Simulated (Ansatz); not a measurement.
How the band gap of TlGaTe₂ (I4/mcm, No. 140) moves with the method

The reference, 0.84 eV (measured, temperature not stated, not corrected to a static lattice, thermal gap, sources range from 0.84 to 1.20; as tabulated in arXiv:0804.1639), is not set against levels without spin–orbit coupling, which matters for this solid.

```
level (code)                   value (eV)
-----------------------------  ----------
LDA (Ansatz)                            ?
PBEsol (Ansatz)                      0.26
B3LYP (VWN-RPA form) (Ansatz)        1.21
HSE06 (Ansatz)                       0.83
```

**Question.** Complete the blanks.

**Answer.** 
- LDA (Ansatz, an electronic-structure program), value (eV): 0.22

Computed values are for a static lattice. Spin–orbit coupling is included only where a level's name says +SOC; with heavier elements it mostly lowers gaps and can invert bands.  Values are at the measured cell. Cutoffs and k meshes differ between the levels. Ansatz's density-functional and Hartree–Fock values are scalar-relativistic unless marked +SOC, with PAW data made under PBE.
